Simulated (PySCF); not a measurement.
Gas-phase reaction: 5 C4H8 (isobutene) = 4 C3H4 (allene) + 4 C2H6

Method: PySCF energies plus ideal-gas RRHO corrections (1 bar). 'Table' is the NASA 1993 thermochemical table (part measured, part estimated). † marks an energy on the PBE0/def2-TZVP geometry and frequencies; other levels use their own. MP2 freezes the core. 6-31G* has spherical d functions here. All species are closed-shell singlets. B3LYP is the form with VWN-RPA correlation. MP2 isn't extrapolated to the basis-set limit; its ΔH°(298 K) is 563.8 kJ in def2-SVP and 540.6 kJ in def2-TZVPP. The harmonic model lacks anharmonicity and excited electronic states, which grow with temperature; levels with a mode under 35 cm⁻¹ are left out. Internal rotation in C4H8 (isobutene), C2H6 is treated as a harmonic vibration of one conformer, which makes the entropy rough.

| level | ΔH°(298 K), kJ | minus table | ΔG°(1800 K), kJ |
|---|---|---|---|
| table | 513.8 | - | -238.5 |
| B3LYP/def2-TZVP† | 398.4 | -115.4 | -342.0 |
| BLYP/def2-TZVP† | 334.9 | -178.9 | -405.5 |
| HF/6-31G* | 466.4 | -47.4 | -283.4 |
| M06-2X/def2-TZVP† | 482.3 | -31.5 | -258.1 |
| MP2/def2-SVP† | 563.8 | 50.0 | -176.7 |
| MP2/def2-TZVPP† | 540.6 | 26.8 | -199.9 |
| PBE/def2-SVP | 485.8 | -28.0 | -254.6 |
| PBE/def2-TZVP† | 440.8 | -73.0 | -299.6 |
| PBE0/def2-QZVP† | 492.6 | -21.2 | -247.8 |
| r2SCAN/def2-TZVP† | 474.9 | -38.9 | -265.6 |
| ωB97M-V/def2-TZVP† | 491.5 | -22.3 | -249.0 |
